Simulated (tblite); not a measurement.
C6H10 (charge +1 and doublet state).
Structure used (GFN2-xTB), in Å, numbered top down from 1:
```xyz
16
C6H10 angstrom
C     -1.2280    1.5798   -0.1942
C     -0.6809    0.3291   -0.1083
C     -1.5635   -0.8573   -0.1160
C      0.7510    0.1247    0.0415
C      1.6522    1.1212   -0.2136
C      1.2352   -1.2181    0.4278
H     -2.2966    1.7038   -0.2761
H     -0.6510    2.4877   -0.1471
H     -1.5456   -1.3561    0.8573
H     -1.2140   -1.6037   -0.8323
H     -2.5913   -0.5911   -0.3436
H      2.7114    0.9334   -0.1318
H      1.3720    2.1088   -0.5381
H      1.0321   -1.9429   -0.3658
H      0.7059   -1.5912    1.3069
H      2.3035   -1.2192    0.6222
```

Method: GFN2-xTB as coded in tblite; computed harmonic values from a numerical Hessian at the method's own geometry, unscaled. This tight-binding method is rough: wavenumbers can miss measured ones by several per cent, in bad cases by 10 to 20. One conformer, not necessarily the lowest. Open shells enter through the occupations alone, without spin polarisation, and single modes of such species can be off by tens of per cent.

Problem. How many normal modes are there?

Solution. 16 atoms, non-linear: 3N − 6 = 42.

Problem. What is the point group of the computed structure, and how do the modes divide by symmetry?

Solution. C2. The vibrations span 22 a + 20 b.

Problem. How many distinct wavenumbers does the calculation give?

Solution. 42: C2 has no degenerate species.

Problem. How many fundamentals are allowed in the infrared by symmetry?

Solution. 42 of 42: in C2 every mode is allowed. All fundamentals are allowed in the Raman spectrum.

Problem. How large is the harmonic zero-point energy?

Solution. Half the sum of the wavenumbers, 29580 cm⁻¹, or 3.667 eV from 42 modes; those above 1550 cm⁻¹ give 1.892 eV of it.

Problem. How far is the lowest real mode excited at 77 K, as a harmonic oscillator?

Solution. θ = hcν̃/k = 63 K for 43.5 cm⁻¹, so N1/N0 = 0.44 and ⟨v⟩ = 1/(exp(θ/T) − 1) = 0.8.
